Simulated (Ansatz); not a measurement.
Molecule: water, H₂O, net charge 0, singlet state. 
Coordinates optimised at B3LYP-D3(BJ)/def2-TZVP (Ansatz, a quantum-chemistry and plane-wave program):
SMILES: O
```xyz
3

O      0.0070     0.0013     0.1167
H     -0.0500     0.7593    -0.4742
H     -0.0062    -0.7700    -0.4592
```
Charge 0, spin multiplicity 1.

Wanted: vertical ionisation energy (to the doublet state of charge +1; each state is the SCF solution reached for its spin), in eV. Correlated levels leave the core frozen unless marked. UHF or UKS for open shells. No spin-orbit coupling. No relativistic terms. CBS marks a two-point X^-3 extrapolation of the correlation energy; Hartree-Fock from the larger set.

```json
[
 {"level": "B3LYP/def2-TZVPD", "program": "Ansatz", "vertical ionisation energy (eV)": "[?]"},
 {"level": "SCS-MP2/aug-cc-pVTZ", "program": "Ansatz", "vertical ionisation energy (eV)": "12.74"},
 {"level": "CCSD(T)/CBS(aug-cc-pVTZ,aug-cc-pVQZ)", "program": "Ansatz", "vertical ionisation energy (eV)": "[?]"}
]
```

Complete the blanks.


- B3LYP/def2-TZVPD, vertical ionisation energy (eV): 12.77
- CCSD(T)/CBS(aug-cc-pVTZ,aug-cc-pVQZ), vertical ionisation energy (eV): 12.76
